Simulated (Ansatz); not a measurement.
System: chloroform, CHCl$_{3}$, charge 0, multiplicity 1. 
Coordinates optimised at B3LYP-D3(BJ)/def2-TZVP (Ansatz, a program for electronic structure):
SMILES: ClC(Cl)Cl
```xyz
5

C     -0.0077     0.0005     0.4558
H     -0.0259     0.0016     1.5371
Cl     0.0149     1.6916    -0.0853
Cl     1.4596    -0.8576    -0.0583
Cl    -1.4702    -0.8343    -0.1077
```
Charge 0, spin multiplicity 1.

Basis-set convergence of Hartree-Fock and CCSD correlation energies (hartree) with Ansatz. Valence correlation only, unless marked. Spin-orbit coupling is left out. No relativistic terms.

```
basis        functions        E(HF)  E(corr, CCSD)
-----------  ---------  -----------  -------------
cc-pV(D+d)Z         88  -1416.94423       -0.60085
cc-pV(T+d)Z        161  -1417.00330       -0.78646
cc-pV(Q+d)Z        277  -1417.01685       -0.84940
```

Extrapolating the two largest sets (X = 3 and 4) as X^-3: E(corr) = (64·(-0.84940) - 27·(-0.78646))/37 = -0.8953 Eh, an estimate of the basis-set limit. The largest set recovers 94.9 % of it, the smallest 67.1 %.
